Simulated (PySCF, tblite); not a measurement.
# CH₄O: bond homolysis, EPR parameters, part 1 of 2

What do calculations give for the bond homolysis, EPR parameters of CH₄O (`CO`)?

Computed with tblite 0.8.0 and PySCF 2.14.0 and routines of our own; the level stands in each step. Atoms count from 0.

### Step 1. The starting structure

6 atoms, charge 0, multiplicity 1; geometry from: start built from the parent or by distance geometry.

### Step 2. Optimising the geometry with GFN2-xTB

What the job is given:

```
{"job": {"kind": "relax", "xc": "GFN2-xTB", "basis": "xTB"}, "charge": 0, "multiplicity": 1}
C     -0.380800    -0.017100    -0.008100
O      0.874300    -0.419400    -0.419400
H     -0.376200    -0.127200     1.109900
H     -1.120600    -0.649200    -0.530900
H     -0.486800     1.047600    -0.293600
H      1.496300     0.169300     0.098900
```

Run with:

```
$ OMP_NUM_THREADS=1 python redox_run.py task.json out
```

The driver reads the jobs from task.json and runs them one after another.

The program printed:

```text
step      E/eV     max force
  0    -223.66620    2.107
  1    -223.74555    0.814
  2    -223.77462    0.591
  3    -223.81983    0.425
  4    -223.82683    0.355
  5    -223.83480    0.351
  6    -223.83998    0.320
  7    -223.84251    0.132
  8    -223.84318    0.095
  9    -223.84352    0.054
 10    -223.84375    0.052
 11    -223.84388    0.026
 12    -223.84393    0.017
 13    -223.84394    0.011
 14    -223.84395    0.012
 15    -223.84397    0.014
 16    -223.84398    0.014
 17    -223.84400    0.014
 18    -223.84402    0.019
 19    -223.84404    0.022
 20    -223.84406    0.019
 21    -223.84408    0.013
 22    -223.84408    0.004
```

It took 0.07 s on 1 thread of Arm Neoverse N1, shared host.

The steps of the relaxation:

```
step  energy from step 0 (eV)  largest force (eV/Å)
   0                   0.0000                2.1069
   1                  -0.0794                0.8138
   2                  -0.1084                0.5913
   3                  -0.1536                0.4254
   4                  -0.1606                0.3550
   5                  -0.1686                0.3511
   6                  -0.1738                0.3197
   7                  -0.1763                0.1320
   8                  -0.1770                0.0948
   9                  -0.1773                0.0537
  10                  -0.1775                0.0517
  11                  -0.1777                0.0265
  12                  -0.1777                0.0168
  13                  -0.1777                0.0112
  14                  -0.1778                0.0122
  15                  -0.1778                0.0144
  16                  -0.1778                0.0142
  17                  -0.1778                0.0136
  18                  -0.1778                0.0188
  19                  -0.1778                0.0223
  20                  -0.1779                0.0186
  21                  -0.1779                0.0127
  22                  -0.1779                0.0037
```

Distances of close pairs at the start and the end, largest changes first:

```
 bond  before (Å)  after (Å)  change (Å)
O1–H5       1.001      0.963      -0.038
C0–H2       1.123      1.095      -0.028
C0–O1       1.381      1.406      +0.026
C0–H3       1.105      1.088      -0.016
C0–H4       1.107      1.095      -0.012
```

The end geometry stands in the next job.

### Step 3. Vibrational analysis with GFN2-xTB

What the job is given:

```
{"job": {"kind": "ir", "xc": "GFN2-xTB", "basis": "xTB"}, "charge": 0, "multiplicity": 1}
C     -0.361582     0.001303     0.009787
O      0.915042    -0.416828    -0.405979
H     -0.494236    -0.115248     1.090892
H     -1.078634    -0.635993    -0.504234
H     -0.555053     1.044530    -0.262466
H      1.580708     0.126217     0.028851
```

The program printed:

```text
mode    cm-1     km/mol
  1     373.6    152.29
  2    1030.9     86.43
  3    1091.3     25.84
  4    1140.2      2.85
  5    1314.6     67.99
  6    1416.5      3.39
  7    1485.2      4.70
  8    1489.7      1.38
  9    2919.4     68.14
 10    2938.9     54.81
 11    3034.2     17.68
 12    3558.7      7.80
ZPE 130.353  H(298)-E 141.433  G(298)-E 70.778 kJ/mol  S 236.98 J/(mol K)
```

Wall time 0.34 s (1 thread of Arm Neoverse N1, shared host).

Which atoms move in the most intense modes:

```
cm⁻¹  km/mol                               atoms
 374   152.3                             H5 74 %
1031    86.4  H3 36 %, H5 25 %, O1 13 %, C0 11 %
1091    25.8           C0 45 %, O1 33 %, H5 11 %
1315    68.0  H5 54 %, C0 13 %, H3 13 %, O1 11 %
2919    68.1                    H2 46 %, H4 45 %
2939    54.8                    H4 49 %, H2 47 %
3034    17.7                             H3 93 %
3559     7.8                             H5 94 %
```

### Step 4. Relaxing the molecule at PBE0-D3(BJ)/def2-SVP

The job, as its differences from that of step 3:

```diff
@@ -1,2 +1,2 @@
-{"job": {"kind": "ir", "xc": "GFN2-xTB", "basis": "xTB"}, "charge": 0, "multiplicity": 1}
+{"job": {"xc": "PBE0", "basis": "def2-SVP", "d3": "d3bj", "grid": 1, "kind": "geom"}, "charge": 0, "multiplicity": 1}
 C     -0.361582     0.001303     0.009787
```

The program printed:

```text
step   0  E = -115.49965673  max force = 0.018833
step   1  E = -115.50022481  max force = 0.003003
step   2  E = -115.50023535  max force = 0.000176
optimisation converged
```

It took 2.8 s on 1 thread of Arm Neoverse N1, shared host.

The steps of the relaxation:

```
step  energy from step 0 (eV)  largest force component (eV/Å)
   0                   0.0000                          0.9684
   1                  -0.0155                          0.1544
   2                  -0.0157                          0.0091
```

Distances of close pairs at the start and the end, largest changes first:

```
 bond  before (Å)  after (Å)  change (Å)
C0–H4       1.095      1.108      +0.013
C0–H2       1.095      1.108      +0.013
C0–H3       1.088      1.100      +0.012
C0–O1       1.406      1.397      -0.009
O1–H5       0.963      0.962      -0.001
```

The end geometry stands in the next job.

```
                         at the end point                  value
  point group (found at 0.08 Å tolerance)                     Cs
rotational constants (GHz, main isotopes)  127.5, 25.254, 24.360
                        dipole moment (D)                   1.64
```

### Step 5. Harmonic vibrations (CH4O): PBE0-D3(BJ)/def2-SVP

What the job is given:

```
{"job": {"xc": "PBE0", "basis": "def2-SVP", "d3": "d3bj", "grid": 2, "kind": "hessian"}, "charge": 0, "multiplicity": 1}
C     -0.341602    -0.008036     0.007169
O      0.928954    -0.404717    -0.417888
H     -0.497537    -0.128995     1.097672
H     -1.079888    -0.647119    -0.500059
H     -0.583004     1.041702    -0.253569
H      1.579417     0.149442     0.022940
```

The program printed:

```text
coarse grid: 4656 points
cycle   1  E = -115.4183328846  dE =  6.192e-02  |g| = 5.665e-01  |ddm| = 2.148e+00
cycle   2  E = -115.3710922372  dE =  4.724e-02  |g| = 7.627e-01  |ddm| = 1.014e+00
cycle   3  E = -115.4789247499  dE = -1.078e-01  |g| = 3.889e-02  |ddm| = 6.075e-01
cycle   4  E = -115.4791869474  dE = -2.622e-04  |g| = 1.510e-02  |ddm| = 3.516e-02
cycle   5  E = -115.4792404392  dE = -5.349e-05  |g| = 3.734e-03  |ddm| = 1.487e-02
cycle   6  E = -115.4792435982  dE = -3.159e-06  |g| = 1.936e-04  |ddm| = 2.931e-03
final grid: 43904 points
cycle   7  E = -115.5002101809  dE = -9.183e-06  |g| = 6.370e-03  |ddm| = 1.293e-02
cycle   8  E = -115.5002050306  dE =  5.150e-06  |g| = 8.253e-03  |ddm| = 9.654e-03
cycle   9  E = -115.5002186309  dE = -1.360e-05  |g| = 5.181e-04  |ddm| = 5.474e-03
cycle  10  E = -115.5002186891  dE = -5.822e-08  |g| = 6.684e-05  |ddm| = 4.818e-04
cycle  11  E = -115.5002186900  dE = -9.001e-10  |g| = 7.620e-06  |ddm| = 4.887e-05
cycle  12  E = -115.5002186900  dE = -1.108e-11  |g| = 7.452e-07  |ddm| = 7.815e-06
converged SCF energy = -115.5002186900

mode    cm-1
  1     338.9
  2    1076.7
  3    1146.3
  4    1178.3
  5    1369.5
  6    1470.8
  7    1475.9
  8    1496.7
  9    2991.0
 10    3052.8
 11    3142.0
 12    3898.8
ZPE 135.403  H(298)-E 146.539  G(298)-E 75.744 kJ/mol  S 237.45 J/(mol K)
```

Run time: 17 s. Hardware: 1 thread of Arm Neoverse N1, shared host; peak memory 0.64 GiB.

Zero-point energy 135.40 kJ/mol (xTB gave 130.35).

### Step 6. Single point (CH₄O): B3LYP-D3(BJ)/def2-TZVP

Geometry: PBE0-D3(BJ)/def2-SVP.

What the job is given:

```
{"job": {"kind": "sp", "xc": "B3LYP", "basis": "def2-TZVP", "d3": "d3bj", "grid": 2}, "charge": 0, "multiplicity": 1}
C     -0.341602    -0.008036     0.007169
O      0.928954    -0.404717    -0.417888
H     -0.497537    -0.128995     1.097672
H     -1.079888    -0.647119    -0.500059
H     -0.583004     1.041702    -0.253569
H      1.579417     0.149442     0.022940
```

The program printed:

```text
coarse grid: 4656 points
cycle   1  E = -115.7050598841  dE =  7.860e-02  |g| = 6.484e-01  |ddm| = 1.519e+00
cycle   2  E = -115.5828895344  dE =  1.222e-01  |g| = 1.051e+00  |ddm| = 1.079e+00
cycle   3  E = -115.7800587577  dE = -1.972e-01  |g| = 5.408e-02  |ddm| = 7.264e-01
cycle   4  E = -115.7804988735  dE = -4.401e-04  |g| = 2.556e-02  |ddm| = 3.730e-02
cycle   5  E = -115.7806420884  dE = -1.432e-04  |g| = 5.987e-03  |ddm| = 1.675e-02
cycle   6  E = -115.7806497068  dE = -7.618e-06  |g| = 3.708e-04  |ddm| = 3.536e-03
final grid: 43904 points
cycle   7  E = -115.7782346297  dE = -2.642e-05  |g| = 3.918e-03  |ddm| = 2.318e-02
cycle   8  E = -115.7782331226  dE =  1.507e-06  |g| = 4.660e-03  |ddm| = 4.710e-03
cycle   9  E = -115.7782380399  dE = -4.917e-06  |g| = 3.689e-04  |ddm| = 2.525e-03
cycle  10  E = -115.7782380521  dE = -1.219e-08  |g| = 2.381e-04  |ddm| = 2.971e-04
cycle  11  E = -115.7782380617  dE = -9.591e-09  |g| = 2.659e-05  |ddm| = 1.413e-04
converged SCF energy = -115.7782380617
```

Wall time 1.7 s (1 thread of Arm Neoverse N1, shared host); peak memory 0.36 GiB.

### Step 7. Geometry optimisation at PBE0-D3(BJ)/def2-SVP

This step treats CH₃O radical, labelled `[CH2]O` (the label fixes atoms and charge, not where charge and spin sit).

What the job is given:

```
{"job": {"xc": "PBE0", "basis": "def2-SVP", "d3": "d3bj", "grid": 1, "kind": "geom"}, "charge": 0, "multiplicity": 2}
C     -0.345482     0.004703    -0.174348
O      0.930323    -0.466389    -0.291253
H     -1.096700    -0.685892    -0.498575
H     -0.526978     1.062978    -0.158939
H      1.559958     0.221577    -0.052663
```

The program printed:

```text
step   0  E = -114.84239820  max force = 0.022363
step   1  E = -114.83570091  max force = 0.028359
step   2  E = -114.84194401  max force = 0.011502
step   3  E = -114.84270750  max force = 0.005715
step   4  E = -114.84308784  max force = 0.004412
step   5  E = -114.84314809  max force = 0.001421
step   6  E = -114.84316693  max force = 0.000429
step   7  E = -114.84316989  max force = 0.000106
optimisation converged
```

It took 8.7 s on 1 thread of Arm Neoverse N1, shared host; peak memory 0.36 GiB.

The steps of the relaxation: (the energy doesn't fall at every step)

```
step  energy from step 0 (eV)  largest force component (eV/Å)
   0                   0.0000                          1.1500
   1                   0.1822                          1.4583
   2                   0.0124                          0.5915
   3                  -0.0084                          0.2939
   4                  -0.0188                          0.2269
   5                  -0.0204                          0.0731
   6                  -0.0209                          0.0221
   7                  -0.0210                          0.0055
```

Distances of close pairs at the start and the end, largest changes first:

```
 bond  before (Å)  after (Å)  change (Å)
C0–H3       1.074      1.096      +0.022
C0–H2       1.071      1.092      +0.021
C0–O1       1.365      1.353      -0.012
O1–H4       0.963      0.962      -0.000
```

The final coordinates are the input of the step that follows.

```
                         at the end point                  value
  point group (found at 0.08 Å tolerance)                     C1
rotational constants (GHz, main isotopes)  191.0, 30.320, 26.450
                        dipole moment (D)                   1.55
                                     ⟨S²⟩                  0.754
```

### Step 8. Harmonic vibrations (CH₃O radical, [CH2]O): PBE0-D3(BJ)/def2-SVP

What the job is given:

```
{"job": {"xc": "PBE0", "basis": "def2-SVP", "d3": "d3bj", "grid": 2, "kind": "hessian"}, "charge": 0, "multiplicity": 2}
C     -0.306945    -0.002479    -0.060085
O      0.877382    -0.466023    -0.520631
H     -1.151739    -0.659955    -0.273490
H     -0.462203     1.078847     0.024738
H      1.563076     0.186361    -0.346178
```

The program printed:

```text
coarse grid: 4032 points
cycle   1  E = -114.7750864668  dE =  1.045e-01  |g| = 3.501e-01  |ddm| = 1.506e+00
cycle   2  E = -114.7325662873  dE =  4.252e-02  |g| = 4.893e-01  |ddm| = 5.537e-01
cycle   3  E = -114.8208830061  dE = -8.832e-02  |g| = 4.443e-02  |ddm| = 3.416e-01
cycle   4  E = -114.8216997057  dE = -8.167e-04  |g| = 1.324e-02  |ddm| = 4.259e-02
cycle   5  E = -114.8218010990  dE = -1.014e-04  |g| = 3.951e-03  |ddm| = 1.560e-02
cycle   6  E = -114.8218121366  dE = -1.104e-05  |g| = 8.467e-04  |ddm| = 4.993e-03
cycle   7  E = -114.8218131550  dE = -1.018e-06  |g| = 2.126e-04  |ddm| = 1.932e-03
final grid: 38536 points
cycle   8  E = -114.8431616938  dE = -9.038e-06  |g| = 3.540e-03  |ddm| = 7.847e-03
cycle   9  E = -114.8431566052  dE =  5.089e-06  |g| = 5.124e-03  |ddm| = 5.667e-03
cycle  10  E = -114.8431668544  dE = -1.025e-05  |g| = 3.322e-04  |ddm| = 3.269e-03
cycle  11  E = -114.8431669048  dE = -5.043e-08  |g| = 4.540e-05  |ddm| = 3.173e-04
cycle  12  E = -114.8431669064  dE = -1.559e-09  |g| = 1.179e-05  |ddm| = 7.655e-05
cycle  13  E = -114.8431669065  dE = -1.651e-10  |g| = 2.990e-06  |ddm| = 3.240e-05
cycle  14  E = -114.8431669065  dE = -1.279e-11  |g| = 6.129e-07  |ddm| = 9.316e-06
converged SCF energy = -114.8431669065

mode    cm-1
  1     436.0
  2     603.8
  3    1055.7
  4    1272.0
  5    1355.3
  6    1484.5
  7    3136.3
  8    3288.3
  9    3898.2
ZPE 98.871  H(298)-E 110.074  G(298)-E 38.536 kJ/mol  S 239.94 J/(mol K)
```

Wall time 23 s (1 thread of Arm Neoverse N1, shared host); peak memory 0.61 GiB.

Zero-point energy 98.87 kJ/mol (xTB gave 93.29).

### Step 9. Single point (CH3O radical, [CH2]O): B3LYP-D3(BJ)/def2-TZVP

Geometry: PBE0-D3(BJ)/def2-SVP.

What the job is given:

```
{"job": {"kind": "sp", "xc": "B3LYP", "basis": "def2-TZVP", "d3": "d3bj", "grid": 2}, "charge": 0, "multiplicity": 2}
C     -0.306945    -0.002479    -0.060085
O      0.877382    -0.466023    -0.520631
H     -1.151739    -0.659955    -0.273490
H     -0.462203     1.078847     0.024738
H      1.563076     0.186361    -0.346178
```

The program printed:

```text
coarse grid: 4032 points
cycle   1  E = -115.0597947514  dE =  1.262e-01  |g| = 4.051e-01  |ddm| = 1.093e+00
cycle   2  E = -114.9588443787  dE =  1.010e-01  |g| = 6.698e-01  |ddm| = 6.109e-01
cycle   3  E = -115.1165253013  dE = -1.577e-01  |g| = 5.699e-02  |ddm| = 4.065e-01
cycle   4  E = -115.1177432563  dE = -1.218e-03  |g| = 2.181e-02  |ddm| = 4.662e-02
cycle   5  E = -115.1179782457  dE = -2.350e-04  |g| = 4.727e-03  |ddm| = 1.715e-02
cycle   6  E = -115.1179910721  dE = -1.283e-05  |g| = 9.036e-04  |ddm| = 4.706e-03
cycle   7  E = -115.1179920259  dE = -9.537e-07  |g| = 3.079e-04  |ddm| = 1.464e-03
final grid: 38536 points
cycle   8  E = -115.1159096427  dE = -2.209e-05  |g| = 1.955e-03  |ddm| = 1.280e-02
cycle   9  E = -115.1159092136  dE =  4.292e-07  |g| = 2.233e-03  |ddm| = 3.335e-03
cycle  10  E = -115.1159113630  dE = -2.149e-06  |g| = 2.513e-04  |ddm| = 1.606e-03
cycle  11  E = -115.1159113739  dE = -1.089e-08  |g| = 1.769e-04  |ddm| = 2.003e-04
cycle  12  E = -115.1159113856  dE = -1.167e-08  |g| = 1.424e-05  |ddm| = 9.766e-05
cycle  13  E = -115.1159113857  dE = -1.707e-10  |g| = 4.095e-06  |ddm| = 2.721e-05
converged SCF energy = -115.1159113857
```

It took 2.5 s on 1 thread of Arm Neoverse N1, shared host.

### Step 10. Geometry optimisation at PBE0-D3(BJ)/def2-SVP

This step treats CH₃O radical, labelled `C[O]` (the label fixes atoms and charge, not where charge and spin sit).

What the job is given:

```
{"job": {"xc": "PBE0", "basis": "def2-SVP", "d3": "d3bj", "grid": 1, "kind": "geom"}, "charge": 0, "multiplicity": 2}
C     -0.311270    -0.034306     0.020229
O      0.881754    -0.356564    -0.419153
H     -0.459075    -0.154734     1.107733
H     -1.096929    -0.604127    -0.529713
H     -0.570312     1.008270    -0.280142
```

The program printed:

```text
step   0  E = -114.83135291  max force = 0.026117
step   1  E = -114.83248275  max force = 0.001265
step   2  E = -114.83249821  max force = 0.000442
step   3  E = -114.83250653  max force = 0.000729
step   4  E = -114.83251394  max force = 0.001147
step   5  E = -114.83252615  max force = 0.001645
step   6  E = -114.83254834  max force = 0.002229
step   7  E = -114.83258554  max force = 0.002775
step   8  E = -114.83263735  max force = 0.003028
step   9  E = -114.83269219  max force = 0.002784
step  10  E = -114.83117909  max force = 0.020456
step  11  E = -114.83259974  max force = 0.006234
step  12  E = -114.83278253  max force = 0.000770
step  13  E = -114.83278517  max force = 0.000222
optimisation converged
```

Run time: 18 s. Hardware: 1 thread of Arm Neoverse N1, shared host.

Relaxation path: (the energy doesn't fall at every step)

```
step  energy from step 0 (eV)  largest force component (eV/Å)
   0                   0.0000                          1.3430
   1                  -0.0307                          0.0650
   2                  -0.0312                          0.0227
   3                  -0.0314                          0.0375
   4                  -0.0316                          0.0590
   5                  -0.0319                          0.0846
   6                  -0.0325                          0.1146
   7                  -0.0335                          0.1427
   8                  -0.0350                          0.1557
   9                  -0.0364                          0.1432
  10                   0.0047                          1.0519
  11                  -0.0339                          0.3206
  12                  -0.0389                          0.0396
  13                  -0.0390                          0.0114
```

Distances of close pairs at the start and the end, largest changes first:

```
 bond  before (Å)  after (Å)  change (Å)
C0–O1       1.312      1.348      +0.036
C0–H2       1.104      1.110      +0.006
C0–H4       1.115      1.111      -0.005
C0–H3       1.116      1.117      +0.001
```

The next job starts from the end point, and lists it.

```
                         at the end point                  value
  point group (found at 0.08 Å tolerance)                     Cs
rotational constants (GHz, main isotopes)  156.5, 28.416, 28.199
                        dipole moment (D)                   2.00
                                     ⟨S²⟩                  0.753
```

### Step 11. Harmonic vibrations (CH₃O radical, C[O]): PBE0-D3(BJ)/def2-SVP

What the job is given:

```
{"job": {"xc": "PBE0", "basis": "def2-SVP", "d3": "d3bj", "grid": 2, "kind": "hessian"}, "charge": 0, "multiplicity": 2}
C     -0.317858     0.008072     0.012628
O      0.898540    -0.417251    -0.382677
H     -0.531971    -0.152207     1.090338
H     -1.051365    -0.628968    -0.538183
H     -0.554208     1.051844    -0.284397
```

The program printed:

```text
coarse grid: 4032 points
cycle   1  E = -114.7202746226  dE =  6.783e-02  |g| = 3.991e-01  |ddm| = 1.459e+00
cycle   2  E = -114.6339287346  dE =  8.635e-02  |g| = 6.481e-01  |ddm| = 9.358e-01
cycle   3  E = -114.8086347797  dE = -1.747e-01  |g| = 5.352e-02  |ddm| = 6.171e-01
cycle   4  E = -114.8105625601  dE = -1.928e-03  |g| = 2.349e-02  |ddm| = 8.688e-02
cycle   5  E = -114.8108829871  dE = -3.204e-04  |g| = 7.307e-03  |ddm| = 2.527e-02
cycle   6  E = -114.8109239615  dE = -4.097e-05  |g| = 1.318e-03  |ddm| = 1.034e-02
cycle   7  E = -114.8109254691  dE = -1.508e-06  |g| = 3.313e-04  |ddm| = 2.064e-03
final grid: 38536 points
cycle   8  E = -114.8327541414  dE = -6.197e-06  |g| = 4.125e-03  |ddm| = 7.916e-03
cycle   9  E = -114.8327489057  dE =  5.236e-06  |g| = 5.475e-03  |ddm| = 6.553e-03
cycle  10  E = -114.8327612892  dE = -1.238e-05  |g| = 2.382e-04  |ddm| = 3.884e-03
cycle  11  E = -114.8327613227  dE = -3.359e-08  |g| = 8.392e-05  |ddm| = 2.911e-04
cycle  12  E = -114.8327613353  dE = -1.251e-08  |g| = 3.681e-05  |ddm| = 1.959e-04
cycle  13  E = -114.8327613439  dE = -8.659e-09  |g| = 3.101e-05  |ddm| = 1.802e-04
cycle  14  E = -114.8327613542  dE = -1.031e-08  |g| = 2.894e-05  |ddm| = 2.310e-04
cycle  15  E = -114.8327613947  dE = -4.045e-08  |g| = 2.005e-05  |ddm| = 1.123e-03
cycle  16  E = -114.8327614268  dE = -3.207e-08  |g| = 5.493e-06  |ddm| = 1.910e-03
cycle  17  E = -114.8327614276  dE = -8.596e-10  |g| = 1.750e-06  |ddm| = 2.953e-04
cycle  18  E = -114.8327614277  dE = -4.061e-11  |g| = 6.832e-07  |ddm| = 6.580e-05
converged SCF energy = -114.8327614277

mode    cm-1
  1     721.2
  2     972.3
  3    1178.7
  4    1342.0
  5    1345.9
  6    1510.0
  7    2918.3
  8    2998.2
  9    3040.9
ZPE 95.866  H(298)-E 106.273  G(298)-E 35.654 kJ/mol  S 236.86 J/(mol K)
```

It took 24 s on 1 thread of Arm Neoverse N1, shared host; peak memory 0.62 GiB.

Zero-point energy 95.87 kJ/mol (xTB gave 88.28).

### Step 12. Single point (CH3O radical, C[O]): B3LYP-D3(BJ)/def2-TZVP

Geometry: PBE0-D3(BJ)/def2-SVP.

What the job is given:

```
{"job": {"kind": "sp", "xc": "B3LYP", "basis": "def2-TZVP", "d3": "d3bj", "grid": 2}, "charge": 0, "multiplicity": 2}
C     -0.317858     0.008072     0.012628
O      0.898540    -0.417251    -0.382677
H     -0.531971    -0.152207     1.090338
H     -1.051365    -0.628968    -0.538183
H     -0.554208     1.051844    -0.284397
```

The program printed:

```text
coarse grid: 4032 points
cycle   1  E = -115.0159916932  dE =  8.011e-02  |g| = 4.236e-01  |ddm| = 1.046e+00
cycle   2  E = -114.8541640776  dE =  1.618e-01  |g| = 7.920e-01  |ddm| = 9.985e-01
cycle   3  E = -115.1052056752  dE = -2.510e-01  |g| = 5.411e-02  |ddm| = 7.434e-01
cycle   4  E = -115.1069318781  dE = -1.726e-03  |g| = 2.605e-02  |ddm| = 7.333e-02
cycle   5  E = -115.1072617668  dE = -3.299e-04  |g| = 9.152e-03  |ddm| = 1.929e-02
cycle   6  E = -115.1073138520  dE = -5.209e-05  |g| = 1.985e-03  |ddm| = 8.625e-03
cycle   7  E = -115.1073164063  dE = -2.554e-06  |g| = 4.680e-04  |ddm| = 2.050e-03
final grid: 38536 points
cycle   8  E = -115.1060049050  dE = -1.528e-05  |g| = 2.400e-03  |ddm| = 1.423e-02
cycle   9  E = -115.1060030196  dE =  1.885e-06  |g| = 3.236e-03  |ddm| = 2.666e-03
cycle  10  E = -115.1060072408  dE = -4.221e-06  |g| = 3.778e-04  |ddm| = 1.606e-03
cycle  11  E = -115.1060072976  dE = -5.683e-08  |g| = 9.928e-05  |ddm| = 3.027e-04
cycle  12  E = -115.1060073077  dE = -1.004e-08  |g| = 3.497e-05  |ddm| = 1.342e-04
cycle  13  E = -115.1060073137  dE = -6.058e-09  |g| = 3.033e-05  |ddm| = 1.208e-04
converged SCF energy = -115.1060073137
```

Wall time 2.6 s (1 thread of Arm Neoverse N1, shared host).

(Continued in part 2 of 2.)
